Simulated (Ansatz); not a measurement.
# BSiH4 (SMILES [BH][SiH3]) at 6 levels

Aim: a comparison of 6 runs (UHF/3-21G, UHF/def2-SVP, UB2PLYP/3-21G, UCAM-B3LYP/6-31G, UB3LYP/6-31G*, UPBE0/def2-SVP) of BSiH4. 

The calculation is run with Ansatz 0.2.0.

3 further runs of the same task are left out: 2 for a known fault of the program, 1 set aside as unsound or not needed. Runs told in other sessions of the task aren't counted.

### Step 1. Starting point

The species is BSiH4 (6 atoms), meant as a doublet with charge 0. As SMILES, `[BH][SiH3]`. The coordinates come from a GFN2-xTB relaxation.

Bond lengths: B1–Si2 1.908 Å, B1–H3 1.158 Å, Si2–H4 1.483 Å, Si2–H5 1.476 Å, Si2–H6 1.476 Å. Angles: B1–Si2–H4 119.8°, B1–Si2–H5 111.1°, B1–Si2–H6 111.7°, Si2–B1–H3 148.3°, H4–Si2–H5 103.5°, H4–Si2–H6 103.4°, H5–Si2–H6 106.3°.

### Step 2. Energy and forces at UHF/3-21G (run 1)

The input, molecule.yaml:

```yaml
crystal:
  periodic: [false, false, false]
  atoms:
    - {symbol: B, position_ang: [0.938510, -0.830080, 0.651420]}
    - {symbol: Si, position_ang: [-0.268720, 0.378400, -0.198310]}
    - {symbol: H, position_ang: [1.206890, -1.921260, 0.929580]}
    - {symbol: H, position_ang: [-1.511470, -0.138420, -0.820190]}
    - {symbol: H, position_ang: [0.392690, 1.102720, -1.300860]}
    - {symbol: H, position_ang: [-0.757900, 1.408630, 0.738360]}
basis:
  gaussian:
    orbitals: 3-21G.json
magnetization:
  spin_polarized: true
  initial_magnetization: 1
hamiltonian:
  xc: hf
accuracy: high
output: {forces: true, orbitals: {seedname: orbitals}}
```

The basis set 3-21G is read from a file made from the Basis Set Exchange's data (not shown).

Started as:

```console
$ ansatz run molecule.yaml --threads 1 --pin off --max-ram 2610MiB --events-out events.jsonl --progress --plain --runs-dir runs
```

Log:

```text
Warning: RAYON_NUM_THREADS=1 ignored (pool sized by the plan → 1); use --threads N
Functional definition: HF
  name "HF"
  exchange = exact_x
  correlation = 0
661 factors; integrals over basis functions are off by at most 3.6e-9 eV
mean field evaluation 1: about -8547.2747 eV, gradient 8.1e0 eV
mean field evaluation 2: about -8547.4244 eV, gradient 8.3e0 eV
mean field evaluation 4: about -8548.3701 eV, gradient 7.6e-1 eV
mean field evaluation 8: about -8548.3859 eV, gradient 4.4e-4 eV
mean field evaluation 16: about -8548.3859 eV, gradient 2.0e-8 eV
mean field evaluation 32: about -8548.3854 eV, gradient 1.3e-1 eV
mean field evaluation 64: about -8547.7337 eV, gradient 2.6e0 eV
mean field -8548.38588078 eV, -314.1473868146 hartree, gradient 2.1e-8 eV, S^2 0.756711; 2 other end points of the search recorded, 0 dependent functions left out
the calculation of the forces begins
reference -8548.38588078 eV, -314.1473868146 hartree; 12, 11 occupied and 18, 19 virtual orbitals, 661 factors
Total energy: -8548.38588078 eV, -314.1473868146 hartree
Atom 0 at     0.938510    -0.830080     0.651420 Å, force     1.030574    -0.456608     0.658046 eV/Å
Atom 1 at    -0.268720     0.378400    -0.198310 Å, force    -1.381031     1.111426    -0.921500 eV/Å
Atom 2 at     1.206890    -1.921260     0.929580 Å, force     0.070832    -0.569451     0.106630 eV/Å
Atom 3 at    -1.511470    -0.138420    -0.820190 Å, force    -0.186705    -0.371595    -0.053683 eV/Å
Atom 4 at     0.392690     1.102720    -1.300860 Å, force     0.392067     0.102905    -0.179472 eV/Å
Atom 5 at    -0.757900     1.408630     0.738360 Å, force     0.074263     0.183323     0.389980 eV/Å
Dipole moment:     0.042641    -0.129727     0.040613 e Å
```

It took 0.5 s on 1 thread of Arm Neoverse V2, shared host.

### Step 3. Energy and forces at UHF/def2-SVP (run 2)

The input, in.yaml:

```yaml
crystal:
  periodic: [false, false, false]
  atoms:
    - symbol: B
      position_ang: [0.938510, -0.830080, 0.651420]
    - symbol: Si
      position_ang: [-0.268720, 0.378400, -0.198310]
    - symbol: H
      position_ang: [1.206890, -1.921260, 0.929580]
    - symbol: H
      position_ang: [-1.511470, -0.138420, -0.820190]
    - symbol: H
      position_ang: [0.392690, 1.102720, -1.300860]
    - symbol: H
      position_ang: [-0.757900, 1.408630, 0.738360]
basis:
  gaussian: {orbitals: def2-SVP}
accuracy: high
total_charge: 0
magnetization: {spin_polarized: true, initial_magnetization: 1}
hamiltonian: {xc: hf}
output: {forces: true, orbitals: {seedname: orbitals}}
```

Started as:

```console
$ ansatz run in.yaml --threads 1 --pin off --max-ram 2610MiB --events-out events.jsonl --progress --plain --runs-dir runs
```

Log (excerpt; [...] marks lines left out):

```text
Warning: RAYON_NUM_THREADS=1 ignored (pool sized by the plan → 1); use --threads N
[... 2 set-up lines as earlier in the session ...]
[...]
1113 factors; integrals over basis functions are off by at most 3.9e-9 eV
[...]
mean field -8591.46987106 eV, -315.7306942541 hartree, gradient 3.7e-8 eV, S^2 0.757491; 2 other end points of the search recorded, 0 dependent functions left out
[...]
reference -8591.46987106 eV, -315.7306942541 hartree; 12, 11 occupied and 40, 41 virtual orbitals, 1113 factors
Total energy: -8591.46987106 eV, -315.7306942541 hartree
Atom 0 at     0.938510    -0.830080     0.651420 Å, force     0.996343    -0.172000     0.605463 eV/Å
Atom 1 at    -0.268720     0.378400    -0.198310 Å, force    -1.555517     1.316896    -1.050290 eV/Å
Atom 2 at     1.206890    -1.921260     0.929580 Å, force     0.143545    -0.883888     0.183668 eV/Å
Atom 3 at    -1.511470    -0.138420    -0.820190 Å, force    -0.079873    -0.356729     0.005719 eV/Å
Atom 4 at     0.392690     1.102720    -1.300860 Å, force     0.379628     0.014671    -0.105787 eV/Å
Atom 5 at    -0.757900     1.408630     0.738360 Å, force     0.115875     0.081050     0.361227 eV/Å
Dipole moment:     0.060418    -0.171122     0.057202 e Å
```

It took 1.5 s on 1 thread of Arm Neoverse V2, shared host.

Runs 3 to 4 aren't shown in full; the table further down has their settings and results.

### Step 4. Energy and forces at UB3LYP/6-31G(d) (spherical functions) (run 5)

Changes to molecule.yaml since step 2:

```diff
@@ -10,9 +10,5 @@
 basis:
-  gaussian:
-    orbitals: 3-21G.json
-magnetization:
-  spin_polarized: true
-  initial_magnetization: 1
-hamiltonian:
-  xc: hf
+  gaussian: {orbitals: 6-31G_st_-spherical.json}
+magnetization: {spin_polarized: true, initial_magnetization: 1}
+hamiltonian: {xc: {name: B3LYP}}
 accuracy: high
```

The basis set 6-31G* is read from a file made from the Basis Set Exchange's data (not shown).

Started as:

```console
$ ansatz run molecule.yaml --threads 1 --pin off --max-ram 2610MiB --events-out events.jsonl --progress --plain --runs-dir runs
```

Log (excerpt; [...] marks lines left out):

```text
Warning: RAYON_NUM_THREADS=1 ignored (pool sized by the plan → 1); use --threads N
Functional definition: B3LYP
  name "B3LYP"
[...]
882 factors; integrals over basis functions are off by at most 2.9e-9 eV
[...]
mean field -8615.91326697 eV, -316.6289724852 hartree, gradient 9.5e-8 eV, S^2 0.752687; 2 other end points of the search recorded, 0 dependent functions left out
[...]
reference -8615.91330372 eV, -316.6289738359 hartree; 12, 11 occupied and 28, 29 virtual orbitals, 882 factors
Total energy: -8615.91330372 eV, -316.6289738359 hartree
Atom 0 at     0.938510    -0.830080     0.651420 Å, force     0.592889     0.083853     0.331753 eV/Å
Atom 1 at    -0.268720     0.378400    -0.198310 Å, force    -0.989997     0.643279    -0.626143 eV/Å
Atom 2 at     1.206890    -1.921260     0.929580 Å, force     0.175077    -0.736871     0.185498 eV/Å
Atom 3 at    -1.511470    -0.138420    -0.820190 Å, force    -0.217753    -0.273931    -0.085310 eV/Å
Atom 4 at     0.392690     1.102720    -1.300860 Å, force     0.371194     0.102033    -0.168242 eV/Å
Atom 5 at    -0.757900     1.408630     0.738360 Å, force     0.068590     0.181638     0.362445 eV/Å
Dipole moment:     0.050991    -0.122225     0.044023 e Å
```

It took 6.3 s on 1 thread of Arm Neoverse V2, shared host.

### Step 5. Energy and forces at UPBE0/def2-SVP (run 6)

The input, job.yaml:

```yaml
crystal:
  periodic: [false, false, false]
  atoms:
    - {symbol: B, position_ang: [0.938510, -0.830080, 0.651420]}
    - {symbol: Si, position_ang: [-0.268720, 0.378400, -0.198310]}
    - {symbol: H, position_ang: [1.206890, -1.921260, 0.929580]}
    - {symbol: H, position_ang: [-1.511470, -0.138420, -0.820190]}
    - {symbol: H, position_ang: [0.392690, 1.102720, -1.300860]}
    - {symbol: H, position_ang: [-0.757900, 1.408630, 0.738360]}
basis:
  gaussian:
    orbitals: def2-SVP
magnetization:
  spin_polarized: true
  initial_magnetization: 1
hamiltonian:
  xc: {name: PBE0}
accuracy: high
output: {forces: true, orbitals: {seedname: orbitals}}
```

Started as:

```console
$ ansatz run job.yaml --threads 1 --pin off --max-ram 2610MiB --events-out events.jsonl --progress --plain --runs-dir runs
```

Log (excerpt; [...] marks lines left out):

```text
Warning: RAYON_NUM_THREADS=1 ignored (pool sized by the plan → 1); use --threads N
Functional definition: PBE0
  name "PBE0"
[...]
1113 factors; integrals over basis functions are off by at most 3.9e-9 eV
[...]
mean field -8608.14117720 eV, -316.3433534545 hartree, gradient 6.1e-8 eV, S^2 0.753526; 2 other end points of the search recorded, 0 dependent functions left out
[...]
reference -8608.14117961 eV, -316.3433535429 hartree; 12, 11 occupied and 40, 41 virtual orbitals, 1113 factors
Total energy: -8608.14117961 eV, -316.3433535429 hartree
Atom 0 at     0.938510    -0.830080     0.651420 Å, force     0.493034     0.413206     0.237180 eV/Å
Atom 1 at    -0.268720     0.378400    -0.198310 Å, force    -0.933617     0.600074    -0.585216 eV/Å
Atom 2 at     1.206890    -1.921260     0.929580 Å, force     0.272794    -1.101353     0.282940 eV/Å
Atom 3 at    -1.511470    -0.138420    -0.820190 Å, force    -0.301598    -0.348634    -0.122377 eV/Å
Atom 4 at     0.392690     1.102720    -1.300860 Å, force     0.438737     0.164067    -0.265127 eV/Å
Atom 5 at    -0.757900     1.408630     0.738360 Å, force     0.030649     0.272640     0.452599 eV/Å
Dipole moment:     0.027415    -0.124475     0.030266 e Å
```

Wall time 7.5 s (1 thread of Arm Neoverse V2, shared host).

### Step 6. Overview of the runs

```tsv
run	level	frozen core orbitals	energy (Eh)	dipole moment (D)	HOMO energy (eV)	LUMO energy (eV)	wall time
1	UHF/3-21G	–	-314.147387	0.68	-8.82	0.92	0.5 s
2	UHF/def2-SVP	–	-315.730694	0.91	-8.97	0.75	1.5 s
3	UB2PLYP/3-21G	6	-314.731635	0.50	-6.77	-1.22	9.9 s
4	UCAM-B3LYP/6-31G	–	-316.542893	0.59	-6.86	-1.25	6.6 s
5	UB3LYP/6-31G* (spherical functions)	–	-316.628974	0.67	-5.40	-2.75	6.3 s
6	UPBE0/def2-SVP	–	-316.343354	0.63	-5.93	-2.91	7.5 s
```

### Step 7. Summary of results

```
                                 quantity          value
                      run 6: total energy  -316.34335 Eh
                     run 6: dipole moment         0.63 D
run 6: HOMO energy (highest over α and β)       -5.93 eV
 run 6: LUMO energy (lowest over α and β)       -2.91 eV
                              run 6: ⟨S²⟩          0.754
          run 6: largest force on an atom     1.255 eV/Å
```

The dipole moment (its size) runs from 0.50 D (UB2PLYP/3-21G) to 0.91 D (UHF/def2-SVP). The two ends differ in method and basis. A double hybrid's value is that of its SCF part. Totals of different functionals can't be ranked against each other. All runs together took 32 s, the longest 9.9 s.
